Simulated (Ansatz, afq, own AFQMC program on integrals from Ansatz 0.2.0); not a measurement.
Two steps: Ansatz 0.2.0 writes the Fock matrix and Cholesky factors of the valence space, and afq projects on them the lowest state that overlaps trial and start.

```yaml
crystal:
  periodic: [false, false, false]
  atoms:
    - {symbol: Cu, position_ang: [0.000000, 0.000000, 0.000000]}
basis:
  gaussian: {orbitals: def2-SVP}
magnetization: {spin_polarized: true, initial_magnetization: 1}
correlation: {method: ccsd_t, electrons: outside_noble_gas, hamiltonian_folder: ham}
```

```sh
$ ansatz run in.yaml --threads 1 --pin off --events-out ev --progress --plain --max-ram 24576MiB --backend cuda --devices 0, --max-vram 18GiB
```

Options of the walk:

```
--method phaseless --trial cisd --walkers 4000 --populations 20 --least-time 60 --time-step 0.005 --steps-per-block 50 --equilibration-blocks 40 --max-blocks 4000 --target-error 0.0002 --factor-cut 1e-05 --start spin_pure --seed 614 --release-times 0.24,0.6,1.2,2,3,4.2 --release-step 0.04 --release-every 3 --taylor-order 6
```

Times are imaginary, in 1/Eh. The walk had a cap of 171 s. With eight or more populations the least sampling time is a fifth of least-time, and the error comes from their spread.

Output of the walk:

```
orbitals 22  electrons 6 5  factors 180 of 237
reference energy -1638.68858330 Eh
CCSD correlation -0.25178420 Eh in 10 cycles, weight of the determinant in the CISD state 0.9501
energy of the start -1638.940359 Eh
 block  time / (1/Eh)  mean weight  energy / Eh
     1     0.250  1.0003  -1638.942849
     2     0.500  0.9999  -1638.946140
     3     0.750  1.0002  -1638.948822
     4     1.000  0.9997  -1638.948339
     5     1.250  0.9999  -1638.949346
     8     2.000  1.0000  -1638.948946
    17     4.250  1.0002  -1638.948293
    41    10.250  0.9999  -1638.950691
    65    16.250  1.0003  -1638.950437
    89    22.250  1.0001  -1638.948731
   113    28.250  0.9997  -1638.947105
   129    32.250  1.0003  -1638.947054
   137    34.250  1.0001  -1638.949009
   161    40.250  0.9998  -1638.948859
   185    46.250  0.9997  -1638.950218
   201    50.250  1.0000  -1638.951359
   209    52.250  0.9997  -1638.948420
   233    58.250  1.0001  -1638.949470
   257    64.250  1.0002  -1638.949611
   281    70.250  1.0000  -1638.949182
   305    76.250  1.0005  -1638.948687
   329    82.250  1.0004  -1638.949484
   337    84.250  0.9997  -1638.948675
error from the spread of 20 populations
released: time / (1/Eh)  energy / Eh  error  mean overlap
  0.24  -1638.949477  0.000209  0.9996
  0.60  -1638.949425  0.000199  0.9988
  1.20  -1638.949926  0.000181  0.9957
  2.00  -1638.948336  0.001696  0.9909
  3.00  -1638.949738  0.000406  0.9907
  4.20  -1638.951033  0.000726  0.9970
energy -1638.948715 +/- 0.000067 Eh
(rows thinned)
```

The run passed its tests (sampling time, drift between the halves within three errors, error under three times the target), which doesn't prove that it has relaxed, ending at its cap on processor time.

Against this walk (error 1.8 meV) on the same determinant: CCSD(T) 85.3 meV lower, CCSDT(Q) 11.2 meV lower, CCSDTQ 36.0 meV lower. The error is statistical and leaves out the bias of the constraint. The released energies move by 1.5 errors or more from one time to the next (meV from the phaseless value at times in 1/Eh: -19 ± 5 at 0.60, -33 ± 5 at 1.20, 10 ± 46 at 2.00, -28 ± 11 at 3.00, -63 ± 20 at 4.20), so they give no level; they do show a bias of the constraint, and the last of them that isn't too noisy lies 3 meV above CCSDTQ. CCSDTQ is the surest value here, so the walk's 36 meV above it is most likely the bias of the constraint with this trial, which can have either sign.

Cautions: constraint bias not in the error; no relativity below Rb; outer-core shells of the metal frozen.

The walk took 2.9 min on 1 × NVIDIA H100 80GB HBM3 with 2 threads of AMD EPYC 7R13 Processor (Zen 3) (shared host) (the card was shared). The log's last line is the phaseless energy.

CCSDT and higher add their correlation energy to the determinant of the CCSD(T) run, since their own runs factorise the integrals more tightly (a shift of under 2 meV). A walk keeps the symmetry of its determinant, which the program's search chose and which needn't be the lowest solution, so a lower state of the same spin and another symmetry isn't excluded.
